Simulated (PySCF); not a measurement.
Trans vinyl isocyanate, C3H3NO.
Bonds: C1–C2 (double), C2–N3, N3–C4 (double), C4–O5 (double). Hydrogens: H6, H7 on C1; H8 on C2.

Torsions of this conformer, `[CH2:1]=[CH:2][N:3]=[C:4]=[O:5]`: C1–C2–N3–C4 1°.

The closed-shell ground state was solved at several levels (PySCF, density fitting, gas phase, non-relativistic). Geometry: PBE0-D3(BJ)/def2-SVP, one conformer, isolated molecule.

| level | basis functions | HOMO (eV) | LUMO (eV) | gap (eV) | dipole (D) |
| --- | --- | --- | --- | --- | --- |
| B3LYP/pcJ-1 | 165 | -7.11 | -0.96 | 6.15 | 2.31 |
| PBE0/def2-SVPD | 127 | -7.38 | -0.84 | 6.54 | 2.31 |

Task: What might PBE0/pcSseg-1 (100 basis functions) give for the same quantities?

Result: HOMO -7.34 eV, LUMO -0.74 eV, gap 6.60 eV, dipole 2.30 D.

Task: Over all these levels, which gives the widest orbital gap and which the narrowest?

Result: PBE0/pcSseg-1 (global hybrid, 25 % exact exchange) has the widest, 6.60 eV, and B3LYP/pcJ-1 (global hybrid, 20 % exact exchange) the narrowest, 6.15 eV. Functional and basis both differ between the two, so the spread mixes both effects.

Task: How far do the dipole and the HOMO energy spread over the levels?

Result: The dipole runs from 2.30 to 2.31 D (mean 2.31 D) and the HOMO from -7.38 to -7.11 eV.
